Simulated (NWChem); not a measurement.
# CH6Si; SMILES C[SiH3]

Computed with NWChem. Pople sets run with spherical d functions. Each level has its own optimisation; frequencies are unscaled.

| level | r C–Si (Å) | r H–Si (Å) | r C–H (Å) | highest harmonic frequency (cm⁻¹) | lowest (cm⁻¹) | zero-point energy (kcal/mol) |
|---|---|---|---|---|---|---|
| CAM-B3LYP/def2-SVP | 1.879 | 1.490 | 1.100 | 3156 | 244 | 38.6 |
| B3LYP/6-31G* | 1.889 | 1.490 | 1.096 | 3130 | 193 | 38.5 |
| PBE-D3(BJ)/def2-SVP | 1.891 | 1.506 | 1.108 | 3084 | 203 | 37.1 |
